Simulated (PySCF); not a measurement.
Molecule: `[C-]#[N+]C(F)(F)F`, C$_{2}$F$_{3}$N.

Numbering as in the mapped SMILES `[C-:1]#[N+:2][C:3]([F:4])([F:5])[F:6]`.

Geometry PBE0-D3(BJ)/def2-SVP throughout; GIAO in PySCF 2.14, gas phase, one conformer, non-relativistic; equivalent atoms averaged; functional PBE0.

Question: How do the absolute shieldings σ depend on the basis set? (ppm; last column core-seconds on shared hosts with different chips, so compare them loosely)

Answer: 
```
    basis set  functions    C1     C3     N2  F4/F5/F6  core-s
       STO-3G         30  62.8  145.1  192.4     382.9     1.6
        6-31G         54  26.0   88.0   87.4     248.8     3.3
     pcSseg-0         54  -6.3   63.4   63.7     243.8     3.1
       6-31G*         84  24.0   88.1   91.3     263.7     4.6
     def2-SVP         84  13.8   84.3   86.7     262.4     4.7
      cc-pVDZ         84  18.2   89.2   87.4     262.0     4.6
     pcSseg-1        102  -6.4   71.3   64.3     239.2       4
  aug-cc-pVDZ        138  16.5   86.0   84.7     249.7     8.8
6-311+G(2d,p)        162   1.6   74.6   66.7     234.4      13
      cc-pVTZ        180   2.2   72.7   68.9     240.4      14
    def2-TZVP        186  -0.4   71.3   66.5     236.0      17
     IGLO-III        210  -6.2   67.8   60.9     232.9      16
     pcSseg-2        216  -8.4   66.8   60.4     234.8      11
```

Question: Which nucleus moves most, in ppm?

Answer: F4/F5/F6 (fluorine of a CF3 group): from 232.9 ppm with IGLO-III to 382.9 ppm with STO-3G. The smallest spread is 71.2 ppm, at C1.

Question: Taking the largest basis, pcSseg-2 (216 functions), as the yardstick, rank the others by their worst heavy-atom deviation.

Answer: IGLO-III 2.2 ppm (210 functions), pcSseg-1 4.4 ppm (102 functions), def2-TZVP 8.0 ppm (186 functions), pcSseg-0 9.0 ppm (54 functions), 6-311+G(2d,p) 10.0 ppm (162 functions), cc-pVTZ 10.6 ppm (180 functions), aug-cc-pVDZ 24.9 ppm (138 functions), cc-pVDZ 27.2 ppm (84 functions), def2-SVP 27.6 ppm (84 functions), 6-31G* 32.4 ppm (84 functions), 6-31G 34.4 ppm (54 functions), STO-3G 148.1 ppm (30 functions).

A small basis that lands close on one nucleus may do so by chance; judge by the trend and by all nuclei.
